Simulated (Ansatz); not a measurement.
Band gap (eV) of solids drawn from the class of halides, at two levels: PBE (PAW; Ansatz, a quantum-chemistry and plane-wave program), and PBE0 (PAW; Ansatz).

PBE values are at the measured cell, PBE0 values at the measured cell.

```
solid                         PBE   PBE0
---------------------------  ----  -----
cubic perovskite KMgF3       7.31  10.32
fluorite CdF2                3.10   5.96
Cs2AgBiBr6 (Fm-3m, No. 225)  1.26   2.76
CsCl-type TlBr               1.86   3.17
rock-salt AgBr               0.68      ?
cubic perovskite KZnF3       3.86   7.09
fluorite SrCl2               5.35   7.35
CsCl-type TlCl               2.09   3.49
rutile MnF2                  2.21   5.59
rock-salt AgCl               0.91   3.10
```

Problem. Estimate the withheld PBE0 value from the other rows.

Solution. One way: carry over the typical difference. The differences PBE0 − PBE of the other rows, in order: 1.31, 1.40, 1.50, 2.00, 2.19, 2.86, 3.01, 3.23, 3.38; median 2.19. Rock-salt AgBr: 0.68 + (2.19) = 2.87 eV; the run gives 2.69 eV. The differences spread from 1.31 to 3.38, so such an estimate is rough.

Over all 10 rows PBE0 is the larger in 10.

Database compounds that came out metallic weren't drawn.

Ansatz's runs of these crystals have no spin polarisation, but for rutile MnF2.

Density-functional runs with spin start from opposed moments for rutile MnF2.

Levels without +SOC have no spin–orbit coupling; where heavier elements are present it shifts gaps, mostly down, and can invert bands. Density-functional gaps are differences of (generalised) Kohn–Sham levels. Ansatz's density-functional and Hartree–Fock values are scalar-relativistic unless marked +SOC, with PAW data made under PBE.
